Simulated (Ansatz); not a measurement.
The same path of BH3O + H4Si (10 atoms, charge 0, multiplicity 1) was run twice with different band settings. Lost on the way: Si6–H10. Made: B1–Si6, O2–H10.

Computed with Ansatz 0.2.0, RKS PBE0-D4/6-31G*.

Relaxed end points:

```xyz
10
Properties=species:S:1:pos:R:3
B -0.053 -0.566 0.138
O -0.272 -1.460 1.124
H -1.184 -1.439 1.443
H 1.055 -0.525 -0.314
H -0.941 0.146 -0.261
Si 0.201 2.921 1.105
H 0.785 4.084 1.831
H 0.862 2.773 -0.219
H -1.260 3.136 0.917
H 0.418 1.685 1.909
```

```xyz
10
Properties=species:S:1:pos:R:3
B 0.154 0.375 0.129
O -0.256 -0.421 1.564
H -1.158 -0.167 1.817
H 1.276 -0.024 -0.062
H -0.669 -0.057 -0.639
Si 0.016 2.359 0.536
H 0.855 2.757 1.723
H 0.438 3.246 -0.590
H -1.371 2.796 0.923
H 0.329 -0.108 2.272
```

Common settings: movable images 5; climbing image yes; spring 5.0 eV/Å²; optimiser quadratic models (default); start path through a guess of the saddle point; iteration limit 60; end points relaxed.

| run | force threshold |
| --- | --- |
| 1 | 0.05 eV/Å |
| 2 | 0.2 eV/Å |

Problem. What does each run give, and how far can it be trusted?

Solution. Run 1: converged after 25 iterations, highest image 1.981 eV above the first end. Neighbouring images differ by up to 1.5 eV, so the band resolves the path poorly. A vibrational analysis at the climbing image gives one clearly imaginary mode, 1366i cm⁻¹: a first-order saddle point.
Run 2: converged after 15 iterations, highest image 1.991 eV above the first end. The threshold of 0.2 eV/Å is loose, so the images may lie well off the minimum-energy path. Neighbouring images differ by up to 1.6 eV, so the band resolves the path poorly. The order of the stationary point at the top wasn't checked.
The orbitals stay closed-shell, which can raise the energy where a bond breaks towards radicals; this wasn't checked here.
